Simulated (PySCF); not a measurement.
**Al: electron affinity**

Al⁻ [Ne] 3s2 3p2 (3P) → Al [Ne] 3s2 3p1 (2P), as a difference of total energies. All numbers are calculated (PySCF 2.14, the spin-free X2C one-electron Hamiltonian (Gaussian nucleus), in aug-cc-pVQZ-DK (7s6p4d3f2g, 84 functions)). Correlated levels: valence: [Ne] frozen. The calculations carry no spin-orbit coupling.

```csv
method,electron affinity (eV)
UHF,0.010
MP2 (valence),0.374
SCS-MP2 (valence),0.272
CCSD (valence),0.376
CCSD(T) (valence),0.431
```

Q: How much does correlation contribute at CCSD(T) (valence)?

A: 0.431 − (0.010) = 0.421 eV, measured against UHF.

Errors of the correlated levels include the incompleteness of this basis and the frozen core.

For comparison: 0.433 eV (measured; photodetachment measurements, as compiled on the Wikipedia data page of electron affinities).
